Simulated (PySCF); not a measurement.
Excitations are Tamm–Dancoff values on a coarser integration grid. The basis has no diffuse functions, so Rydberg states are missing or too high.

## BF3, SMILES `FB(F)F` (charge 0, multiplicity 1)

These are TPSSh-D3(BJ)/def2-TZVP // PBE0-D3(BJ)/def2-TZVP run with PySCF values and carry that method's errors.

| Property | Result |
|---|---|
| HOMO | -11.01 eV |
| dipole moment | 0.00 D |
| HOMO–LUMO gap | 11.18 eV |
| LUMO | 0.18 eV |
| S1 excitation (TDA) | 10.43 eV |
| S1 oscillator strength | 0.000 |
| T1 excitation (TDA) | 10.17 eV |
| S1–T1 gap (TDA) | 0.26 eV |
| vertical ionisation energy (Delta-SCF) | 14.78 eV |
| total energy | -324.6967 Ha |
| cost | very roughly 4 core-minutes |

Bonded distances (Å): F1–B2 1.311, B2–F3 1.311, B2–F4 1.311. Angles (°): F1–B2–F3 120.0, F1–B2–F4 120.0, F3–B2–F4 120.0.
Charge 0, spin multiplicity 1.
